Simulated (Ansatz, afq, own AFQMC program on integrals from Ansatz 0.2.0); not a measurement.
**AlN, singlet in 6-31G, levels against full CI**

```xyz
2

Al    0.0000    0.0000    0.0000
N     0.0000    0.0000    3.7580
```

Basis 6-31G. Noble-gas cores (and the filled d shells of Ga–Kr and In–Xe) are frozen. AFQMC by an in-house program on the Cholesky factors that Ansatz 0.2.0 writes for its CCSD(T) run. The CISD trial takes its coefficients from CCSD amplitudes. Released means that phaseless walkers are propagated on without the constraint, phases kept. Error bars are statistical, one sigma.

Determinant: RHF, the one that the program's search chose, which needn't be the lowest solution. The geometry is a point of a scan.

Full CI on the same integrals is exact in this basis and with this determinant's frozen core.

Cautions: higher spins were not checked; restricted determinant unstable towards unrestricted (UHF 3.85 eV lower, ⟨S²⟩ 2.00); strong correlation (T1 0.092, weight of the determinant 0.62, largest double 0.49); (T) is large, 9 % of the CCSD correlation; (Q) is large, 118 meV, so the cluster series hasn't closed; the CCSD(T) amplitudes may be one of several solutions (largest double 0.49); in a space of 8 electrons in 8 natural orbitals full CI finds another state of this spin 8 meV below the state of CCSD(T); the CCSDT(Q) amplitudes may be one of several solutions (largest double 0.83); the CCSDTQ amplitudes may be one of several solutions (largest double 0.90); in a space of 8 electrons in 8 natural orbitals full CI finds another state of this spin 5 meV below the state of CCSDTQ; the released energies are still falling, so no released level is given (meV from the phaseless value at times in 1/Eh: -31 ± 8 at 0.24, -46 ± 8 at 0.51, -94 ± 7 at 0.99, -128 ± 13 at 1.62, -122 ± 21 at 2.40); the determinant fills πx and πy unequally, so it mixes two states of the linear molecule, and each level undoes that mixture to a different degree, while full CI gives the lower state, and by Hund's rule a triplet of that filling probably lies lower still; CCSDTQ on the UHF determinant differs (2.52 eV lower), perhaps since the unrestricted series falls towards higher spin.

```
T1 diagnostic                               : 0.0920
weight of the determinant in the CISD state : 0.623
size of the correlated space                : 8 electrons in 16 orbitals
```

| level | correlation energy (eV) |
| --- | --- |
| MP2 | -3.2989 |
| CCSD | -4.5827 |
| CCSD(T) | -4.9930 |

Task: Estimate where full CI lies against CCSD(T) on the same integrals.

Result: 7.0 kJ/mol below CCSD(T).

Reference: full CI, correlation energy -5.065 eV. The cautions show a poor starting determinant, so the rows tell how each method copes with it here, and full CI is the sure value.

| level | E − E(reference) (kJ/mol) | share of correlation (%) |
| --- | --- | --- |
| CCSD(T) | 7.0 | 98.57 |
| CCSDT | 8.8 | 98.20 |
| CCSDT(Q) | -2.6 | 100.53 |
| CCSDTQ | 1.2 | 99.76 |
| ph-AFQMC/CISD | 39.5 ± 0.7 | 91.91 |

CCSDT and higher add their correlation energy to the determinant of the CCSD(T) run, since their own runs factorise the integrals more tightly (a shift of under 2 meV).
